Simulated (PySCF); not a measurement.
Species: C2H4Al (charge -1).
Cartesian coordinates in Å at the PBE0-D3(BJ)/def2-SVP level; atoms count from 1:
```
atom  x, y, z in Å
C1     2.050   -0.199   -0.292
C2     0.834   -0.131   -0.142
Al3   -1.155   -0.007    0.088
H4     3.115   -0.258   -0.422
H5    -1.731    1.087   -0.989
H6    -1.804   -1.487   -0.193
H7    -1.471    0.476    1.624
```

Theory: PBE0-D3(BJ)/def2-SVP geometry optimisation, gas phase in PySCF.

Take the most abundant isotopes and a rigid rotor. 

**Question.** What are A, B and C (MHz)?

**Answer.** Ia = 7.32, Ib = 118.56, Ic = 118.56 u·Å²; 505379 MHz·u·Å²/I gives A = 69016, B = 4263, C = 4263 MHz.

**Question.** What kind of rotor is it?

**Answer.** A prolate symmetric top, as the point group C3v requires two equal moments. Ray's parameter κ = (2B − A − C)/(A − C) = -1.000; −1 is the prolate and +1 the oblate limit.

**Question.** Where do the R-branch lines fall?

**Answer.** The dipole of 4.08 D (about the centre of mass, as the species is charged) lies along the symmetry axis, so ΔK = 0 and J+1 ← J falls at 2B(J+1) for every K: 8.53 GHz, 17.05 GHz, 25.58 GHz, 34.10 GHz, 42.63 GHz for J = 0 to 4.

**Question.** Estimate the classical rotational partition function at 100 K, 200 K and 298.15 K.

**Answer.** Point group C3v, symmetry number σ = 3; q = (√π/σ)·√((kT/h)³/(ABC)), k/h = 20836.6 MHz/K: 1590 at 100 K, 4490 at 200 K, 8170 at 298.15 K.

PBE0-D3(BJ)/def2-SVP frequencies: not computed here. The geometry's basis has no diffuse functions, a weakness for an anion. These are rigid-rotor constants of the computed structure; measured ground-state constants (B0) also hold zero-point vibration.
